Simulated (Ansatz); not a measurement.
## [CH3···H···CN], doublet: reading a ladder of total energies

Geometry: a point of a hydrogen-transfer path between rigid fragments, not a stationary point.

```xyz
7

C    -1.9438    0.0000    0.0000
H    -2.3070    1.0273    0.0000
H    -2.3070   -0.5137    0.8897
H    -2.3070   -0.5137   -0.8897
H    -0.8058    0.0000    0.0000
N     1.7322    0.0000    0.0000
C     0.5722    0.0000    0.0000
```

Basis cc-pVDZ; Ansatz 0.2.0. Only valence electrons are correlated (noble-gas cores frozen), which leaves 17 electrons in 59 orbitals. Prefix R: restricted or restricted open-shell reference; prefix U: unrestricted.

Full CI isn't at hand for all of this; UCCSDT(Q) serves as the reference, and is uncertain by about the last step of the cluster series.

Unrestricted rows (U) aren't spin-pure: their determinants' ⟨S²⟩ exceeds S(S+1) by up to 0.29, so they mix in states of higher spin.

Runs differ by some tens of microhartree through their thresholds and, for an open shell, their frozen cores, so steps under 0.03 kcal/mol mean nothing.

```tsv
level	total energy (hartree)
UHF	-132.390869
UMP2	-132.797093
UCCSD	-132.847970
UCCSD(T)	-132.864917
UCCSDT	-132.866735
UCCSDT(Q)	-132.868634
```

Question: What is the correlation energy at UCCSDT(Q), and what share of it do UMP2 and UCCSDT recover?

Answer: E(corr) = -132.868634 − (-132.390869) = -0.477765 hartree = -13.001 eV. UMP2: -0.406224 / -0.477765 = 85.03 %. UCCSDT: -0.475866 / -0.477765 = 99.60 %.

Question: By how many kcal/mol does UCCSD(T) miss UCCSDT(Q) (1 hartree = 627.509 kcal/mol), and which steps make up the rest?

Answer: -132.864917 − (-132.868634) = 0.003717 hartree = 2.33 kcal/mol. Steps: UCCSDT − UCCSD(T) = -1.14, UCCSDT(Q) − UCCSDT = -1.19 kcal/mol. Differences between like states or geometries often cancel part of this.
